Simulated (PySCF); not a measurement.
From results back to the method.

5-fluoropent-1-ene, C5H9F.
SMILES: `C=CCCCF`

The closed-shell ground state was solved 3 times with PySCF (density fitting, gas phase), always in the pcSseg-1 basis (147 functions), with these functionals: B3LYP, B97-D and mPW1PW91. One conformer (not necessarily the lowest) at the PBE0-D3(BJ)/def2-SVP geometry, without solvent, vibrations or thermal averaging.

```json
{"row": "P", "total energy (Eh)": "-295.6642", "HOMO (eV)": "-7.46", "LUMO (eV)": "0.35", "dipole (D)": "1.63"}
{"row": "Q", "total energy (Eh)": "-295.7441", "HOMO (eV)": "-7.21", "LUMO (eV)": "0.13", "dipole (D)": "1.59"}
{"row": "R", "total energy (Eh)": "-295.5330", "HOMO (eV)": "-6.23", "LUMO (eV)": "-0.58", "dipole (D)": "1.50"}
```

Which functional belongs to which row?

P = mPW1PW91, Q = B3LYP, R = B97-D. By rising HOMO–LUMO gap: B97-D (GGA) 5.65 eV; B3LYP (global hybrid, 20 % exact exchange) 7.34 eV; mPW1PW91 (global hybrid, 25 % exact exchange) 7.81 eV. Total energies of different functionals aren't bounds to one another; each is stationary for its own functional.

Shape of the structure used: `[CH2:1]=[CH:2][CH2:3][CH2:4][CH2:5][F:6]`: C1–C2–C3–C4 120°, C2–C3–C4–C5 174°, C3–C4–C5–F6 -61°.

Note: B97-D ran without an empirical dispersion term, which enters the total energy and its gradient alone.
